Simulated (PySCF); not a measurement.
Point-charge models of `C=C(F)F` against its computed dipole.

Coordinates (PBE0-D3(BJ)/def2-TZVP, Å) and charges (e) from the PBE0/pcSseg-2 density (PySCF):

```tsv
atom	x	y	z	Mulliken	IAO	Hirshfeld	ESP-fitted
C1	-0.644	-0.191	0.278	-0.1935	-0.4580	-0.1606	-0.8023
C2	0.519	0.143	-0.236	+0.4661	+0.5810	+0.1731	+0.5763
F3	1.358	1.007	0.289	-0.2199	-0.2478	-0.0689	-0.1708
F4	1.019	-0.333	-1.352	-0.2195	-0.2474	-0.0684	-0.1704
H5	-0.966	0.257	1.204	+0.0835	+0.1861	+0.0624	+0.2834
H6	-1.264	-0.914	-0.230	+0.0834	+0.1861	+0.0624	+0.2837
```

Problem. What dipole does each set of charges give (1 e·Å = 4.803 D), and what does the density give?

Solution. The full density gives (-1.06, -0.31, 0.47) D, 1.20 D in size; dipole vectors point from the negative to the positive end.

| scheme | μx | μy | μz | size (D) | share of the full size (%) | angle to the full dipole (°) |
| --- | --- | --- | --- | --- | --- | --- |
| Mulliken | -1.64 | -0.48 | 0.73 | 1.86 | 155 | 0 |
| IAO | -1.95 | -0.57 | 0.87 | 2.21 | 184 | 0 |
| Hirshfeld | -0.52 | -0.15 | 0.23 | 0.59 | 49 | 0 |
| ESP-fitted | -1.07 | -0.32 | 0.47 | 1.21 | 101 | 0 |

Problem. Which set comes closest?

Solution. Length of the difference vector: ESP-fitted 0.01 D, Hirshfeld 0.61 D, Mulliken 0.66 D, IAO 1.01 D. Closest: ESP-fitted. The schemes that divide the density aren't constrained to reproduce the dipole.

Problem. What is left for the Hirshfeld atoms' own dipoles?

Solution. The shares of the density sum to the whole, so what Σ q r misses lies in dipoles about the nuclei. The atomic dipoles sum to (-1.06, -0.31, 0.47) − (-0.52, -0.15, 0.23) = (-0.54, -0.16, 0.24) D, 0.61 D in size.

Problem. With the origin at the mean of the coordinates, (0.004, -0.005, -0.008) Å, which are the largest single terms, by size, of the IAO dipole along the direction of the full one?

Solution. C2 -1.63, C1 -1.61, F3 +1.60, F4 +1.59, H6 +1.13 D; all 6 atoms together +2.21 D. The single terms depend on the origin, their sum doesn't.

Problem. Give the size of the full dipole in other units.

Solution. 1.20 D = 0.472 au = 0.250 e·Å = 4.01 × 10⁻³⁰ C·m.

Geometry: PBE0-D3(BJ)/def2-TZVP; no solvent, vibrations or thermal averaging.

These values come from a run that also computed NMR shieldings. The run took 7.7 s of wall time on one thread of an Arm Neoverse V2, shared host, and the process peaked at 0.65 GiB of memory.
